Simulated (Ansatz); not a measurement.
Species: C₂H₃O, SMILES `C[C]=O` (charge 0, multiplicity 2), formula C2H3O.

### Question
How many basis functions does Ansatz (a quantum-chemistry and plane-wave program) with frozen-core CCSD(T)/cc-pVTZ // B3LYP-D3(BJ)/def2-TZVP use, how many core orbitals are frozen, and how many electrons are correlated?

### Answer
132 basis functions and 3 frozen orbitals, which leaves 17 correlated electrons. Core time is of the order of minutes.
